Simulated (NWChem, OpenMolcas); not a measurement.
**C3H7F (2-fluoropropane): a line through the functionals**

C3H7F has 11 atoms, charge 0, and is taken as a singlet. As SMILES, `CC(C)F`. The coordinates come from a PBE0-D4/def2-TZVP relaxation.

The dipole moment y, in D, basis cc-pVDZ; a is the functional's share of exact exchange. Programs: NWChem 7.3.0, OpenMolcas 26.06.

| functional | program | a | y (D) |
| --- | --- | --- | --- |
| PBE | OpenMolcas | 0 | 1.59 |
| r2SCAN | NWChem | 0 | 1.73 |
| B3LYP | NWChem | 0.2 | ? |
| PBE0 | NWChem | 0.25 | 1.76 |
| BHLYP | NWChem | 0.5 | 1.89 |

**Question.** Fit y = c + s·a to the known rows and predict B3LYP.

**Answer.** 
1. Means of the 4 rows: a = 0.1875, y = 1.742.
2. Σ(Δa)² = 0.17188, Σ(Δa·Δy) = 0.078125, so the slope is 0.078125/0.17188 = 0.45453.
3. Intercept: 1.742 − (0.45453) × 0.1875 = 1.657. The largest residual of the fit is 0.073.
4. B3LYP: 1.657 + (0.45453) × 0.2 = 1.75 D.

The run gave 1.72 D, so the prediction is off by +0.03 D, within the scatter of the fit. More exact exchange makes the molecule more polar here. The rows mix families of semi-local functionals, which the line can't see.
